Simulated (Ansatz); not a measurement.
# AlFH4Si (SMILES [F][AlH][SiH3]): functionals against CCSD(T) at one geometry

One table from this session's results is given with a row withheld; the runs are named, their logs left out.

Method: single points in def2-TZVPP; program: Ansatz 0.2.0, Gaussian basis.

Cores are frozen in the correlated methods.

### The system as given

SMILES `[F][AlH][SiH3]`, 7 atoms, charge 0, spin multiplicity 1.

Atoms are counted from 1 here; the program's logs count them from 0.

Bond lengths: F1–Al2 1.635 Å, Al2–Si3 2.432 Å, Al2–H4 1.567 Å, Si3–H5 1.451 Å, Si3–H6 1.468 Å, Si3–H7 1.425 Å. Angles: F1–Al2–Si3 125.4°, F1–Al2–H4 109.4°, Si3–Al2–H4 125.1°, Al2–Si3–H5 110.3°, Al2–Si3–H6 115.0°, Al2–Si3–H7 114.4°, H5–Si3–H6 103.2°, H5–Si3–H7 105.6°, H6–Si3–H7 107.3°.

Coordinates:

```tsv
atom	x (Å)	y (Å)	z (Å)
F1	-1.3014	-2.2832	0.3749
Al2	-0.1625	-1.1615	0.7165
Si3	0.1858	0.9117	-0.5054
H4	0.7123	-1.6584	1.9183
H5	-0.7956	1.0431	-1.5662
H6	-0.0063	2.1363	0.2812
H7	1.4552	1.0126	-1.1445
```

The first run:

Input file run/in.yaml:

```yaml
crystal:
  periodic: [false, false, false]
  atoms:
    - {symbol: F, position_ang: [-1.301400, -2.283200, 0.374900]}
    - {symbol: Al, position_ang: [-0.162500, -1.161500, 0.716500]}
    - {symbol: Si, position_ang: [0.185800, 0.911700, -0.505400]}
    - {symbol: H, position_ang: [0.712300, -1.658400, 1.918300]}
    - {symbol: H, position_ang: [-0.795600, 1.043100, -1.566200]}
    - {symbol: H, position_ang: [-0.006300, 2.136300, 0.281200]}
    - {symbol: H, position_ang: [1.455200, 1.012600, -1.144500]}
basis:
  gaussian: {orbitals: def2-TZVPP}
correlation: {method: ccsd_t}
output: {forces: true}
```

No record of the launch command was kept for these runs.

Steps of the session up to this table: CCSD(T)/def2-TZVPP; PBE0-D4/def2-TZVPP; wB97M-V/def2-TZVPP; r2SCAN-D4/def2-TZVPP; PBE-D4/def2-TZVPP; B97M-V/def2-TZVPP; BHLYP-D4/def2-TZVPP.

One table of the session follows, with a row left open; its other results are not shown here.

```
   method  RMS force component (eV/Å)  angle to CCSD(T) forces (°)  dipole (D)
  CCSD(T)                       0.459                    reference        1.24
  PBE0-D4                       0.468                          6.7        1.34
  wB97M-V                       0.447                          7.5        1.26
r2SCAN-D4                       0.467                          5.7        1.27
   PBE-D4                           ?                            ?           ?
   B97M-V                       0.425                         11.3        1.24
 BHLYP-D4                       0.397                         18.1        1.39
```

**Question.** Estimate the row for PBE-D4.

**Answer.** RMS force component (eV/Å): 0.569; angle to CCSD(T) forces (°): 15.6; dipole (D): 1.26. In the column «RMS force component (eV/Å)» it is the highest.
